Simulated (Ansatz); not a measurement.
# Worked example: the enthalpy of formation of C2H2 (acetylene)

The species is C2H2 (4 atoms), meant as a singlet with charge 0. As SMILES, `C#C`. The coordinates come from a PBE0-D4/def2-TZVP relaxation.

| atom | x (Å) | y (Å) | z (Å) |
| --- | --- | --- | --- |
| C | 0.1555 | -0.5421 | 0.2004 |
| C | -0.1555 | 0.5421 | -0.2004 |
| H | 0.4322 | -1.5065 | 0.5569 |
| H | -0.4322 | 1.5065 | -0.5569 |

Total energies at CCSD(T)/def2-TZVPPD, 2 core orbitals frozen (Ansatz 0.2.0); the atoms run unrestricted:

```
species    state  energy (Eh)
   C2H2  singlet   -77.189827
      C  triplet   -37.781356
      H  doublet    -0.499810
```

Harmonic wavenumbers at PBE0-D4/def2-TZVP, in cm⁻¹: 636, 636, 772, 772, 2084, 3427, 3528.

Measured heats of formation of the gaseous atoms at 298.15 K, in kJ/mol: C 716.9, H 218.0. Take 1 Eh = 2625.50 kJ/mol, 1 cm⁻¹ = 0.0119627 kJ/mol, RT = 2.479 kJ/mol.

Problem. Work out the heat of formation of the gas at 298 K.

Solution. 
1. Electronic atomisation energy: 2 × (-37.781356) + 2 × (-0.499810) − (-77.189827) = 0.627495 Eh = 1647.5 kJ/mol.
2. Zero-point energy: half the sum of the wavenumbers, 5927.5 cm⁻¹ = 70.9 kJ/mol.
3. Thermal vibrational enthalpy, Σ hcν̃/(exp(hcν̃/kT) − 1): 1.2 kJ/mol. Translation, rotation and pV of a linear molecule: 3.5 RT = 8.7 kJ/mol.
4. The 4 free atoms carry 5/2 RT each: 24.8 kJ/mol.
5. Atomisation enthalpy at 298 K: 1647.5 − 70.9 − 1.2 − 8.7 + 24.8 = 1591.5 kJ/mol.
6. Sum of the atoms' heats of formation: 1869.8 kJ/mol. Heat of formation: 1869.8 − 1591.5 = +278.3 kJ/mol.

The tabulated value is +228.3 kJ/mol (Active Thermochemical Tables), so this level is off by +50.0 kJ/mol, or 3.0 % of the atomisation enthalpy. Coupled cluster needs large bases for atomisation: in a finite one the molecule is underbound. Anharmonicity and any spin-orbit splitting of the molecule are left out, and so is core correlation.
